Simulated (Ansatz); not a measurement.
# SiH3F (SMILES F[SiH3]): the energy, rung by rung

SiH3F has 5 atoms, charge 0, and is taken as a singlet. As SMILES, `F[SiH3]`. Geometry: optimised at PBE0/def2-SVP.

```jsonl
{"atom": "F", "x (Å)": "-1.2947", "y (Å)": "0.1656", "z (Å)": "0.8716"}
{"atom": "Si", "x (Å)": "0.0435", "y (Å)": "-0.0194", "z (Å)": "-0.0309"}
{"atom": "H", "x (Å)": "-0.3641", "y (Å)": "-0.1939", "z (Å)": "-1.4524"}
{"atom": "H", "x (Å)": "0.7765", "y (Å)": "-1.2230", "z (Å)": "0.4498"}
{"atom": "H", "x (Å)": "0.8888", "y (Å)": "1.1971", "z (Å)": "0.1204"}
```

Quantity: the adiabatic ionisation energy (to the doublet cation, shapes relaxed at PBE0/def2-SVP, no zero-point term), in eV. The values are calculated.

```
             level                    kind  program  value (eV)  less CCSD(T)/def2-TZVPP  CPU time (all runs)
     HF/def2-TZVPP            Hartree–Fock   Ansatz       10.92                    -0.92                1.4 s
   BLYP/def2-TZVPP                     GGA   Ansatz       11.48                    -0.36                2.6 s
  B3LYP/def2-TZVPP           global hybrid   Ansatz       11.80                    -0.04                3.1 s
PBE0-D4/def2-TZVPP           global hybrid   Ansatz       11.66                    -0.18                  3 s
wB97M-V/def2-TZVPP  range-separated hybrid   Ansatz       11.82                    -0.02                 11 s
 B2PLYP/def2-TZVPP           double hybrid   Ansatz       11.74                    -0.10                  6 s
RPA@PBE/def2-TZVPP                     RPA   Ansatz       12.08                    +0.24                5.5 s
CCSD(T)/def2-TZVPP   coupled cluster or CI   Ansatz       11.84                     0.00                 20 s
```

Differences are taken from CCSD(T)/def2-TZVPP for orientation; it has basis-set and higher-order errors of its own. The values span 10.92 to 12.08 eV. Times are those of the runs behind each value, whatever else they computed, on shared processors of several kinds: orders of magnitude only.
